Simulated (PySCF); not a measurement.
Carbonyl sulfide cation, COS (charge +1 and doublet state).
Cartesian coordinates in Å at the PBE0-D3(BJ)/def2-SVP level; atoms count from 1:
```
atom  x, y, z in Å
O1    -1.320    0.106   -0.008
C2    -0.190    0.095   -0.017
S3     1.442    0.076   -0.030
```

Theory: PBE0-D3(BJ)/def2-SVP geometry optimisation, gas phase in PySCF 2.14.0.

Take the most abundant isotopes and a rigid rotor. 

Task: What are the moment of inertia and the rotational constant?

Result: I = 86.250 u·Å², B = 505379 MHz·u·Å²/I = 5859 MHz (0.1955 cm⁻¹, or 0.281 K as hB/k).

If the electronic state has orbital angular momentum about the axis (Π, Δ; not determined here), the simple ladder of levels BJ(J+1) doesn't apply.

Whether it is a minimum is left open (no frequencies). ⟨S²⟩ = 0.760 (exact for a doublet: 0.75). Constants of a rigid frame at the computed geometry: no zero-point averaging, no centrifugal distortion.

On Arm Neoverse V2, one thread, no GPU (shared host), this took 3.9 s wall and 0.25 GiB of memory at its peak. These figures are those of the optimisation.
